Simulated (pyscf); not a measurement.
A first-order saddle from PySCF, ωB97X-D3(BJ)/def2-SVP:

```
C
H 1 1.1036
H 1 1.1041 2 105.80
C 1 1.5342 2 110.78 3 119.83
H 4 1.1024 1 111.78 2 179.75
H 4 1.1025 5 106.58 1 122.39
H 4 1.1041 5 107.29 6 114.51
Zn 1 1.9467 2 109.33 3 -116.83
H 8 1.6888 1 162.16 2 45.52
H 9 1.1274 8 80.77 1 -178.79
Cl 10 1.5184 9 157.70 8 0.12
```
Charge 0, spin multiplicity 1.

Surface: singlet, charge 0. Lowest wavenumbers (cm⁻¹): 931i, 28, 65, 200, 238.

Task: Which two sides does it connect, and which bonds change?

Result: `[CH3][CH2][ZnH]` + `[ClH]` <-> `[CH3][CH2][Zn][Cl]` + `[H][H]`, a four-centre exchange read from left to right: H–Zn, Cl–H broken and Cl–Zn, H–H formed. At ωB97M-D3(BJ)/def2-TZVP it lies +0.25 eV from the left side and +1.56 eV from the right (each side as separated species at their lowest minima found). On the reactant side the descent ends in a complex, 0.21 eV under the separated species and 0.36 eV under the saddle at ωB97X-D3(BJ)/def2-TZVP. At ωB97X-D3(BJ) the barrier from the zero used here is 0.15 eV. One saddle was located; it need not be the lowest between these sides. Elements up to Kr have no core potential and no relativistic terms here.
